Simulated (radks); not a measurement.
**N²⁺ in [He] 2s2 2p1: an all-electron calculation**

An exercise on one series of results from a longer session: the logs are not shown, and one member is left open.

Method: non-relativistic Kohn-Sham, LDA (Slater exchange, Perdew-Wang correlation), spin-polarised, spherical densities, point nucleus; open shells are filled with parallel spins first. Code: radks (a radial shooting solver on a logarithmic mesh, Libxc functionals) version 1.

## What is computed

| Item | Value |
| --- | --- |
| element | nitrogen (Z = 7) |
| charge | +2 |
| electrons | 5 |
| configuration | [He] 2s2 2p1 |

The outer shells:

N²⁺
```
[He] core
2s [↑↓]
2p [↑ ][  ][  ]
```

Set-up of the first run:

The run's settings:

```text
Z 7
configuration [He] 2s2 2p1
relativity non-relativistic
functional lda,pw
spin polarised
nucleus point
```

Started as:

```bash
python run_ks.py task.json out
```

All runs below come from this command, one after another.

One of the session's tables, all rows but one given; the rest of the session is left out.

It belongs to the step «Orbitals and density». Sizes of the orbitals, from the radial functions (bohr):

| level | <r> | outermost maximum (interpolated) | 90 % within |
| --- | --- | --- | --- |
| 1s up | 0.2313 | 0.149 | 0.415 |
| 1s down | ? | ? | ? |
| 2s up | 1.170 | 0.956 | 1.82 |
| 2s down | 1.187 | 0.965 | 1.86 |
| 2p up | 1.124 | 0.848 | 1.86 |
| 2p down | 1.152 | 0.862 | 1.91 |

**Question.** Estimate the row for 1s down.

The run gave: <r>: 0.2308; outermost maximum (interpolated): 0.149; 90 % within: 0.414. In the column «<r>» it is the lowest.

Caveats from the session: Open shells are spherical and high-spin; term and fine-structure splittings are not resolved.
